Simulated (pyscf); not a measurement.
PySCF, gas phase, ωB97X-D3(BJ)/def2-SVP geometries.

SMILES: N[SiH2][Si]([SiH3])([SiH3])Cl
```xyz
16

N      0.7071    -0.8898    -2.5064
Si    -0.8163    -1.5402    -1.9675
Si    -1.1771    -0.4323     0.0443
Si     0.7915    -0.6033     1.2739
Si    -1.7285     1.8017    -0.3023
Cl    -2.7449    -1.3261     1.1061
H      1.2491    -1.3790    -3.2119
H      0.8181     0.1143    -2.6078
H     -0.6306    -3.0004    -1.7289
H     -1.9803    -1.3773    -2.8977
H      1.8294     0.2624     0.6400
H      1.2682    -2.0163     1.2887
H      0.5700    -0.1428     2.6761
H     -3.0285     1.9098    -1.0254
H     -1.8137     2.5425     0.9893
H     -0.6570     2.4207    -1.1440
```
Charge 0, spin multiplicity 1.

Q: How much does it cost (ΔH, 298 K, ωB97M-D3(BJ)/def2-TZVP) to split `[NH2][SiH2][Si]([SiH3])([SiH3])[Cl]` at its N–Si bond into NH₂• + •H₂Si–Si(SiH₃)(SiH₃)–Cl?

A: N–Si to NH₂• + •H₂Si–Si(SiH₃)(SiH₃)–Cl: 416.0 kJ/mol. The 7 functionals that were run give +381.5 (r²SCAN) to +416.0 kJ/mol (ωB97M-D3(BJ)). •H₂Si–Si(SiH₃)(SiH₃)–Cl lies 26.2 kJ/mol over its isomer H₃Si–Si•(SiH₃)–SiH₂–Cl, and others may lie lower still (electronic energy, ωB97M-D3(BJ)).
